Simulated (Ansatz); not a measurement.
**Correlation methods on CH3F, singlet**

Computed with Ansatz's Gaussian-basis code (development build); BCCD by scripts on PySCF. Settings: cc-pVDZ; 2 core orbitals frozen; no relativity. Perturbation and coupled-cluster methods stand on the Hartree–Fock determinant that coupled cluster favours (restricted). 

Geometry (Å):

```xyz
5

C    -0.6321    0.0000    0.0000
F     0.7491    0.0000    0.0000
H    -0.9832   -0.3385    0.9726
H    -0.9832    1.0115   -0.1932
H    -0.9832   -0.6731   -0.7794
```

Correlation energy of CCSD(T), then each method's total less that of CCSD(T), in eV:

```csv
case,E corr CCSD(T),BCCD,BCCD(T),determinant
RHF,-9.847,+0.188,-0.002,–
```

**Question.** Give CCSDT(Q) less CCSD(T). Is CCSD(T) good to 1 kcal/mol?

**Answer.** RHF: -0.028 eV (within).
